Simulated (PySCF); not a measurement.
Working out the electron affinity of Si

Si⁻ [Ne] 3s2 3p3 (4S) → Si [Ne] 3s2 3p2 (3P). All numbers are calculated (PySCF 2.14, the non-relativistic Hamiltonian (point nucleus), in aug-cc-pV(D+d)Z (5s4p3d, 32 functions)). Frozen: [Ne]. Energies in hartree (1 hartree = 27.21139 eV):

```csv
part,Si⁻ (lower),Si (upper)
UHF,-288.882762,-288.851096
MP2 opposite-spin,-0.044474,-0.038784
MP2 same-spin,-0.019228,-0.008352
```

**Question.** What does Hartree-Fock give?

**Answer.** (-288.851096) − (-288.882762) = 0.031666 hartree = 0.862 eV.

**Question.** What do MP2 and SCS-MP2 (6/5 opposite-spin, 1/3 same-spin) give?

**Answer.** The opposite-spin parts differ by 0.155 eV and the same-spin parts by 0.296 eV. MP2: 0.862 + (0.155) + (0.296) = 1.313 eV. SCS-MP2: 0.862 + 1.2 × (0.155) + (0.296)/3 = 1.147 eV.

A first-order spin-orbit estimate adds -0.016 eV to MP2 (valence), giving 1.297 eV against 1.390 eV (measured; photodetachment measurements, as compiled on the Wikipedia data page of electron affinities).

What remains against the reference includes basis incompleteness, the frozen core and correlation beyond second order.
